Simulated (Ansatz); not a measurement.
**Worked example: correlation energy of HF, triplet**

Geometry: that of the HF⁻, doublet, kept fixed. The singlet lies 9.1 eV lower here.

```xyz
2

F     0.0000    0.0000    0.0000
H     0.0000    0.0000    0.9990
```

Basis aug-cc-pVDZ; Ansatz 0.2.0. Correlated methods freeze the noble-gas cores, which leaves 8 electrons in 31 orbitals. Prefix R: restricted or restricted open-shell reference; prefix U: unrestricted.

Full CI isn't at hand for all of this; UCCSDTQ serves as the reference, and is uncertain by about the last step of the cluster series.

Runs differ by some tens of microhartree through their thresholds and, for an open shell, their frozen cores, so steps under 0.03 kcal/mol mean nothing.

```csv
level,total energy (hartree)
UHF,-99.741911
UMP2,-99.905737
UCCSD,-99.919836
UCCSD(T),-99.922750
UCCSDT,-99.923033
UCCSDT(Q),-99.923096
UCCSDTQ,-99.923099
```

Task: What is the correlation energy at UCCSDTQ, and what share of it do UMP2 and UCCSD recover?

Result: E(corr) = -99.923099 − (-99.741911) = -0.181188 hartree = -4.930 eV. UMP2: -0.163826 / -0.181188 = 90.42 %. UCCSD: -0.177925 / -0.181188 = 98.20 %.

Task: By how many kcal/mol does UCCSD(T) miss UCCSDTQ (1 hartree = 627.509 kcal/mol), and which steps make up the rest?

Result: -99.922750 − (-99.923099) = 0.000349 hartree = 0.22 kcal/mol. Steps: UCCSDT − UCCSD(T) = -0.18, UCCSDT(Q) − UCCSDT = -0.04, UCCSDTQ − UCCSDT(Q) = 0.00 kcal/mol. That is within 1 kcal/mol of the reference in this basis, which itself misses far more of the correlation at the basis-set limit.
